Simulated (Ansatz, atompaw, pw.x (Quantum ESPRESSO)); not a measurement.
## boron: one change to the PAW (atompaw) potential, in the atom and in the fcc crystal

atompaw 4.2.0.5 input, output lines left out:

```
B 5
GGA-PBESOL scalarrelativistic loggrid 1500 logderivrange -3 5 201
2 2 0 0 0 0
2 1 1
0 0 0
c
v
v
2
3.00 2.90 2.00 1.65
y
1.25
n
y
1.35
n
y
0.5
y
1.3
n
custom rrkj gramschmidtortho besselshape
3 0 vpsmatchnc
1.15
1.15
3.00
3.00
3.00
3.00
```

Change: wave 2p channel at 1.35 Ry: rc 3.00 bohr becomes 2p channel at 0.17 Ry: rc 3.00 bohr.

Cutoffs, loose and tight: the cutoffs (Ry, on a coarse ladder) from which the occupation-weighted sum of valence levels, in a spherical-Bessel basis at the reference potential, stays within 10 and 1 mRy of its value at 400 Ry. They see the waves, projectors and local potential, not the compensation charge or the core.

Crystal test: fcc B in pw.x 7.5, no spin, 18³ k-points, Fermi–Dirac smearing 0.01 Ry, cutoffs set for each file from its atomic test. The reference is all-electron LAPW (Ansatz 0.2.0) with the same functional, mesh and smearing; V0 and B0 come from Birch–Murnaghan fits to the pressures at five volumes. Errors are pseudo minus all-electron; Δ is the rms difference of the E(V) curves that follow from these fits, minima aligned, over ±6 % about the mean V0. Mesh and smearing are coarse, so the numbers serve the comparison and aren't converged zero-temperature values; the lattice is a test structure that the element need not adopt.

All-electron: a0 = 2.856 Å (V0 = 5.83 Å³/atom), B0 = 278.7 GPa.

**Question.** Does the change bring the crystal closer to the all-electron result?

**Answer.** The mean pressure error goes from +1.33 to +60.32 GPa, so the change moves the solid further from the all-electron pressures.

| quantity | base | changed |
| --- | --- | --- |
| outcome (atom) | generated | generated |
| cutoff, loose (atom) | 21 Ry | 21 Ry |
| cutoff, tight (atom) | 30 Ry | 30 Ry |
| bound ghosts (atom) | none | none |
| cutoffs in pw.x (Ry) | 40/400 | 40/400 |
| a0 (Å) | 2.860 | – |
| a0 error (%) | +0.12 | – |
| B0 error (%) | +23.3 | – |
| Δ (meV/atom) | 2.6 | – |
| mean pressure error (GPa) | +1.33 | +60.32 |

A dash: not determined, or the minimum lies outside the volumes sampled.

Base: The largest radius (3.00 bohr) exceeds half the bond length (1.91 bohr), so the spheres overlap, which is one possible source of error among others. This is a poor potential for the solid. The logarithmic derivative shows an extra or strongly shifted pseudo pole above the reference energy (d near 1.46 Ry). Changed file: The largest radius (3.00 bohr) exceeds half the bond length (1.91 bohr), so the spheres overlap, which is one possible source of error among others. This is a poor potential for the solid. The logarithmic derivative shows an extra or strongly shifted pseudo pole above the reference energy (d near 1.46 Ry). The atomic cutoffs weigh occupied waves only.
